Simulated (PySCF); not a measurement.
**How the functional moves excitation energies**

CH3BH2, CH5B.
InChI=1S/CH5B/c1-2/h2H2,1H3

Linear-response calculations in the def2-SVPD basis (PySCF; singlets by full response, triplets Tamm–Dancoff, core orbitals frozen in the response; HF means time-dependent Hartree–Fock). 'Strongest' is the level of largest summed f among the singlets computed (10 roots, of which the last may lack a degenerate partner); it can jump between rows when another state enters that window. S1 is the lowest singlet of each run and needn't be the same state throughout; f(S1) is that of one state. Geometry: PBE0-D3(BJ)/def2-SVP; no solvent, vibrations or thermal averaging.

```json
{"functional": "LDA", "kind": "LDA", "S1 (eV)": "5.21", "f(S1)": "0.000", "strongest (eV)": "9.24", "T1 (eV)": "4.67", "HOMO (eV)": "-7.52", "gap (eV)": "4.97", "ionisation energy, ΔSCF (eV)": "11.28"}
{"functional": "PBE", "kind": "GGA", "S1 (eV)": "5.45", "f(S1)": "0.000", "strongest (eV)": "9.19", "T1 (eV)": "4.77", "HOMO (eV)": "-7.55", "gap (eV)": "5.27", "ionisation energy, ΔSCF (eV)": "11.30"}
{"functional": "B3LYP", "kind": "global hybrid, 20% exact exchange", "S1 (eV)": "5.79", "f(S1)": "0.000", "strongest (eV)": "9.69", "T1 (eV)": "5.14", "HOMO (eV)": "-8.80", "gap (eV)": "7.33", "ionisation energy, ΔSCF (eV)": "11.67"}
{"functional": "PBE0", "kind": "global hybrid, 25% exact exchange", "S1 (eV)": "5.79", "f(S1)": "0.000", "strongest (eV)": "9.95", "T1 (eV)": "5.03", "HOMO (eV)": "-8.96", "gap (eV)": "7.75", "ionisation energy, ΔSCF (eV)": "11.63"}
{"functional": "BHandHLYP", "kind": "global hybrid, 50% exact exchange", "S1 (eV)": "6.14", "f(S1)": "0.000", "strongest (eV)": "10.46", "T1 (eV)": "5.41", "HOMO (eV)": "-10.36", "gap (eV)": "10.23", "ionisation energy, ΔSCF (eV)": "11.87"}
{"functional": "CAM-B3LYP", "kind": "range-separated hybrid", "S1 (eV)": "5.83", "f(S1)": "0.000", "strongest (eV)": "10.16", "T1 (eV)": "5.16", "HOMO (eV)": "-10.45", "gap (eV)": "10.36", "ionisation energy, ΔSCF (eV)": "11.82"}
{"functional": "wB97X-D", "kind": "range-separated hybrid", "S1 (eV)": "5.96", "f(S1)": "0.000", "strongest (eV)": "10.30", "T1 (eV)": "5.37", "HOMO (eV)": "-10.92", "gap (eV)": "11.69", "ionisation energy, ΔSCF (eV)": "11.77"}
{"functional": "LC-wPBE", "kind": "range-separated hybrid", "S1 (eV)": "5.91", "f(S1)": "0.000", "strongest (eV)": "10.81", "T1 (eV)": "5.10", "HOMO (eV)": "-11.84", "gap (eV)": "13.03", "ionisation energy, ΔSCF (eV)": "11.97"}
{"functional": "HF", "kind": "Hartree–Fock", "S1 (eV)": "6.69", "f(S1)": "0.000", "strongest (eV)": "11.35", "T1 (eV)": "5.69", "HOMO (eV)": "-12.51", "gap (eV)": "14.66", "ionisation energy, ΔSCF (eV)": "not settled"}
```

S1 runs from 5.21 eV (LDA) to 6.69 eV (HF), a spread of 1.48 eV, while the orbital gap spreads over 9.7 eV. −ε(HOMO) comes closest to its own ΔSCF ionisation energy with LC-wPBE (-0.14 eV) and misses most with LDA (-3.76 eV). 'Not settled' means that the ion's SCF failed to converge or may have ended in another state than the lowest.
